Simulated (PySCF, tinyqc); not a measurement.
Worked calculation: RHF in the sto-3g basis, for H2O, spin multiplicity 1. The lowest restricted solution is unstable here: a spin-polarised one lies 0.0013 hartree lower (PySCF). One step of it, computed by the program tinyqc.

Problem. Orthogonalisation. S = U s U^T; symmetric (Loewdin) form X = U s^(-1/2) U^T, so that X^T S X = 1.

overlap S:
```
,1O 1s,1O 2s,1O 2px,1O 2py,1O 2pz,2H 1s,3H 1s
1O 1s,1.000000,0.236704,0.000000,0.000000,0.000000,0.025215,0.025215
1O 2s,0.236704,1.000000,0.000000,0.000000,0.000000,0.290745,0.290745
1O 2px,0.000000,0.000000,1.000000,0.000000,0.000000,0.000000,0.000000
1O 2py,0.000000,0.000000,0.000000,1.000000,0.000000,0.226396,-0.226396
1O 2pz,0.000000,0.000000,0.000000,0.000000,1.000000,0.151641,0.151641
2H 1s,0.025215,0.290745,0.000000,0.226396,0.151641,1.000000,0.096598
3H 1s,0.025215,0.290745,0.000000,-0.226396,0.151641,0.096598,1.000000
```

Give: eigenvalues of S; X.

Solution.

eigenvalues of S: 0.539  0.628  0.896  1.000  1.094  1.275  1.567

X:
```
,1O 1s,1O 2s,1O 2px,1O 2py,1O 2pz,2H 1s,3H 1s
1O 1s,1.023,-0.131,0.000,0.000,-0.004,0.015,0.015
1O 2s,-0.131,1.094,0.000,0.000,0.037,-0.159,-0.159
1O 2px,0.000,0.000,1.000,0.000,0.000,0.000,0.000
1O 2py,0.000,0.000,0.000,1.046,0.000,-0.132,0.132
1O 2pz,-0.004,0.037,0.000,0.000,1.019,-0.081,-0.081
2H 1s,0.015,-0.159,0.000,-0.132,-0.081,1.069,-0.032
3H 1s,0.015,-0.159,0.000,0.132,-0.081,-0.032,1.069
```
